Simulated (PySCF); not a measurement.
# AlSi: bond curves at several levels of theory

What are the lowest state that PBE0 finds, the bond length, vibrational wavenumber and bond energy of AlSi, and how much do these hang on the method?

The runs use PySCF 2.14.0; Al 6-311G(d,p), Si 6-311G(d,p), no relativity.

**1. Set-up**

The job is set up so:

| Property | Result |
| --- | --- |
| atoms | Al, Si |
| charge | 0 |
| basis | Al 6-311G(d,p), Si 6-311G(d,p) |
| Hamiltonian | no relativity |
| basis functions | 52 |
| electrons treated | 27 |
| masses in u | 26.9815, 27.9769 |
| levels | PBE0, PBE, r²SCAN, revPBE, r²SCAN0, M06-2X, CAM-B3LYP, HF, MP2, SCS-MP2, CCSD, CCSD(T) |
| grid | 80 radial by 434 angular points |
| occupations | held fixed by the projection of orbital angular momentum |
| dissociation limit | Al + Si, each in its ground configuration |
| starting distance in angstrom | 2.310 |
| values of 2S to try | 1, 3 |

Run with:

```
> OMP_NUM_THREADS=1 python dia.py task.json out
```

Further steps of the session: First curve: PBE0; Higher solutions at PBE0; PBE; r²SCAN (meta-GGA); revPBE (GGA); r²SCAN0; M06-2X; CAM-B3LYP (range-separated hybrid); UHF (mean field); Correlated methods on the Hartree–Fock reference.

Q: Predict the outcome of this session. Wanted: for each run, Re; ωe; De; μ.

As calculated:

Lowest PBE0 solution found, without spin–orbit coupling: ⁴Σ⁻ (quartet), unpaired electrons σ ↑, π ↑↑. State 2 has its PBE0 minimum 0.29 eV higher, as a spin-mixed determinant (⟨S²⟩ = 1.78), so this is no gap between pure states. State 3 has its PBE0 minimum 0.38 eV higher, as a spin-mixed determinant (⟨S²⟩ = 1.77), so this is no gap between pure states. State 4 has its PBE0 minimum 1.05 eV higher. The other levels ran on the lowest alone.

```tsv
level	Re (Å)	ωe (cm⁻¹)	De (eV)	μ (D)
UHF	2.495	337	1.59	-2.21
UHF-MP2	2.412	384	2.19	n/a
UHF-SCS-MP2	2.417	380	2.01	n/a
UHF-CCSD	2.424	382	2.13	n/a
UHF-CCSD(T)	2.419	386	2.25	n/a
PBE	2.443	362	2.68	-1.34
revPBE	2.454	357	2.54	-1.35
r²SCAN	2.425	374	2.67	-1.48
PBE0	2.426	373	2.53	-1.55
r²SCAN0	2.419	377	2.51	-1.66
M06-2X	2.417	376	2.53	-1.57
CAM-B3LYP	2.422	368	2.17	-1.73
```

De is counted to Al + Si in their ground configurations. A positive dipole means Al(−)Si(+).

Differences from CCSD(T) in the same basis:

```tsv
level	Re (mÅ)	ωe (%)
UHF	+76	-12.6
UHF-MP2	-8	-0.5
UHF-SCS-MP2	-2	-1.6
UHF-CCSD	+4	-0.9
PBE	+23	-6.1
revPBE	+34	-7.5
r²SCAN	+6	-2.9
PBE0	+6	-3.3
r²SCAN0	0	-2.3
M06-2X	-2	-2.4
CAM-B3LYP	+3	-4.4
```

In words: Against CCSD(T) in the same basis, the bond length is nearest at r²SCAN0 (0 mÅ) and farthest at UHF (+76 mÅ); the wavenumber is nearest at UHF-MP2 (-0.5 %) and farthest at UHF (-12.6 %). CCSD(T) in a basis this small is itself some way from its limit, more so than the functionals. Among the levels with a De in the table, it runs from 1.59 eV (UHF) to 2.68 eV (PBE).

Correlated steps freeze 10 core orbitals.
